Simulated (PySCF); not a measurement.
**Be: ionisation energy**

Be [He] 2s2 (1S) → Be⁺ [He] 2s1 (2S), as a difference of total energies. All numbers are calculated (PySCF 2.14, no relativity, point nucleus, in def2-TZVPPD). Correlated levels: valence and next inner shell: nothing frozen. The calculations carry no spin-orbit coupling.

```tsv
method	ionisation energy (eV)
UHF	8.042
MP2 (valence and next inner shell)	8.775
SCS-MP2 (valence and next inner shell)	8.913
CCSD (valence and next inner shell)	9.267
CCSD(T) (valence and next inner shell)	9.274
CCSDT (valence and next inner shell)	9.275
```

How much does correlation contribute at CCSD(T) (valence and next inner shell)?

9.274 − (8.042) = 1.232 eV, measured against UHF.

Errors of the correlated levels include the incompleteness of this basis.

For comparison: 9.323 eV (measured; NIST Atomic Spectra Database, ionization energies).
